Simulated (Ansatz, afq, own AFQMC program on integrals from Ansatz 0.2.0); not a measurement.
# AFQMC, coupled cluster and functionals along a coordinate of NH3 + F, doublet

```csv
atom,x (Å),y (Å),z (Å)
N,-1.1412,-0.0158,-0.0246
H,-1.4385,0.9520,-0.0246
H,-1.4385,-0.4181,0.8556
H,-0.1287,-0.0158,-0.0246
F,1.0008,-0.0158,-0.0246
```

A hydrogen atom is moved from one rigid fragment to the other; the N1–H4 distance tells how far. The two fragments are held close together, so this isn't a minimum-energy path and the start is a compressed complex. Energies in eV count from this geometry (1.012 Å) at the same level; the start stands on UHF, each point on the determinant named.

Basis cc-pVTZ. Noble-gas cores (and the filled d shells of Ga–Kr and In–Xe) are frozen. Ansatz 0.2.0 and our own AFQMC program on the same integrals; the CISD trial comes from CCSD amplitudes, and released means the phaseless constraint is let go. Error bars are statistical, one sigma.

Cautions, each for one point or more: higher spins were not checked; raised T1 diagnostic; strong correlation.

```json
{"r(N1–H4) / Å": "1.078", "det.": "UHF", "T1": "0.041", "weight": "0.85", "⟨S²⟩": "0.76", "PBE0": "-0.207", "HF": "-0.411", "CCSD(T)": "-0.283"}
{"r(N1–H4) / Å": "1.111", "det.": "UHF", "T1": "0.034", "weight": "0.87", "⟨S²⟩": "0.76", "PBE0": "-0.280", "HF": "-0.584", "CCSD(T)": "-0.397"}
{"r(N1–H4) / Å": "1.144", "det.": "UHF", "T1": "0.027", "weight": "0.88", "⟨S²⟩": "0.76", "PBE0": "-0.332", "HF": "-0.732", "CCSD(T)": "-0.489"}
{"r(N1–H4) / Å": "1.176", "det.": "UHF", "T1": "0.023", "weight": "0.88", "⟨S²⟩": "0.76", "PBE0": "-0.358", "HF": "-0.849", "CCSD(T)": "-0.552"}
{"r(N1–H4) / Å": "1.242", "det.": "UHF", "T1": "0.016", "weight": "0.89", "⟨S²⟩": "0.76", "PBE0": "-0.296", "HF": "-0.967", "CCSD(T)": "-0.559"}
```

**Question.** Estimate the curve of phaseless AFQMC with a CISD trial, counted from the same start.

**Answer.** 
```
r(N1–H4) / Å  det.     T1  weight  ⟨S²⟩   ph-AFQMC/CISD   released AFQMC
       1.078   UHF  0.041    0.85  0.76  -0.295 ± 0.012                –
       1.111   UHF  0.034    0.87  0.76  -0.406 ± 0.011  -0.386 ± 0.021*
       1.144   UHF  0.027    0.88  0.76  -0.484 ± 0.011                –
       1.176   UHF  0.023    0.88  0.76  -0.567 ± 0.010  -0.553 ± 0.018*
       1.242   UHF  0.016    0.89  0.76  -0.562 ± 0.010  -0.558 ± 0.018*
```

Weight is that of the determinant in the CISD state; at the start T1 is 0.061 and the weight 0.80, and ⟨S²⟩ is 0.76. An asterisk marks released energies that aren't shown to be converged. A dash marks a missing value, a released energy that hasn't settled or a functional that sits on another state. Largest departures from phaseless AFQMC with a CISD trial: CCSD(T) 0.016 eV at 1.176 (on UHF) (within the noise), PBE0 0.265 eV at 1.242, HF -0.406 eV at 1.242 (on UHF). The walk's constraint bias lies outside its error bars, so these are departures and not errors. Functionals count only at points shown to share the start's state and spin.

A walk keeps the symmetry of its determinant, which the program's search chose and which needn't be the lowest solution, so a lower state of the same spin and another symmetry isn't excluded.
